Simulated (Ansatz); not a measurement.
# AlPH (sextet): the correlation ladder, cc-pVTZ

The task here is to estimate one member of a computed series from the others.

Program: Ansatz 0.2.0, Gaussian basis. Level of theory: cc-pVTZ, core rule «outside noble gas», up to 10 orbitals frozen. These are calculated values, not measurements.

Plan: UHF; CCSD(T) on ROHF; CCSD(T) on UHF; BCCD(T) on ROHF; CCSDT(Q) on ROHF; CCSDT(Q) on UHF.

15 further runs of the same task are left out: 10 for a known fault of the program, 5 set aside as unsound or not needed.

### The system

The geometry is a PBE0/def2-TZVP stationary point (not a proven minimum) of the parent state, kept for this charge and spin.

3 atoms, charge 0, spin multiplicity 6.

Atoms are counted from 1 here; the program's logs count them from 0.

Bond lengths: Al1–P2 2.386 Å, Al1–H3 1.614 Å. Angles: P2–Al1–H3 114.3°.

As a file:

```tsv
atom	x (Å)	y (Å)	z (Å)
Al1	0.00000	-0.10770	1.23771
P2	0.00000	0.05101	-1.14324
H3	0.00000	1.31542	1.99910
```

The first run:

in.yaml reads:

```yaml
crystal:
  periodic: [false, false, false]
  atoms:
    - {symbol: Al, position_ang: [0.000000, -0.107696, 1.237712]}
    - {symbol: P, position_ang: [0.000000, 0.051009, -1.143237]}
    - {symbol: H, position_ang: [0.000000, 1.315423, 1.999097]}
basis:
  gaussian: {orbitals: cc-pVTZ}
magnetization: {spin_polarized: true, initial_magnetization: 5}
hamiltonian: {xc: hf}
output: {orbitals: {seedname: orbitals}}
```

Run with:

```console
ansatz run in.yaml --threads 1 --pin off --events-out ev --progress --plain --max-ram 3968MiB --backend cpu
```

Steps of the session up to this table: UHF; CCSD(T) on ROHF; CCSD(T) on UHF; BCCD(T) on ROHF; CCSDT(Q) on ROHF; CCSDT(Q) on UHF.

One table of the session follows, with a row left open; its other results are not shown here.

```
   method  from UCCSDT(Q) (meV)
     ROHF               +4880.6
      UHF               +4834.6
     RMP2               +1139.6
     UMP2                     ?
    RCCSD                +262.3
    UCCSD                +256.7
 RCCSD(T)                 +61.3
 UCCSD(T)                 +57.3
  BCCD(T)                 +58.4
   RCCSDT                 +13.1
   UCCSDT                  +9.7
RCCSDT(Q)                  +4.0
UCCSDT(Q)                     0
```

Estimate the missing values for UMP2.

As computed: from UCCSDT(Q) (meV): +1123.1. In the column «from UCCSDT(Q) (meV)» it lies between RCCSD (+262.3) and RMP2 (+1139.6).

To keep in mind: Restricted and unrestricted rows rest on different reference determinants; where their highest levels disagree by more than a few hundredths of an eV, they describe different states and don't form one ladder.
